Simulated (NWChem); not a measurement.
System: CH₃ cation

The following NWChem deck was run.

```
start job
memory heap 200 mb stack 900 mb global 1100 mb
charge 1
geometry units angstroms
  C      0.000000     0.000000     0.000000
  H      0.780694     0.780694     0.000000
  H      0.285754    -1.066448     0.000000
  H     -1.066448     0.285754     0.000000
end
basis spherical
  C library def2-tzvp
  H library def2-tzvp
end
dft
  xc becke88 perdew86
  iterations 150
end
driver
  maxiter 120
end
task dft optimize
task dft freq
```

The level has its own optimisation; frequencies are unscaled.

Task: Give the results of this calculation. (BP86/def2-TZVP.) Quantities: r C–H (Å); highest harmonic frequency (cm⁻¹); lowest (cm⁻¹); zero-point energy (kcal/mol).

Result: 
```json
{
  "r C–H (Å)": "1.101",
  "highest harmonic frequency (cm⁻¹)": "3138",
  "lowest (cm⁻¹)": "1366",
  "zero-point energy (kcal/mol)": "19.1"
}
```
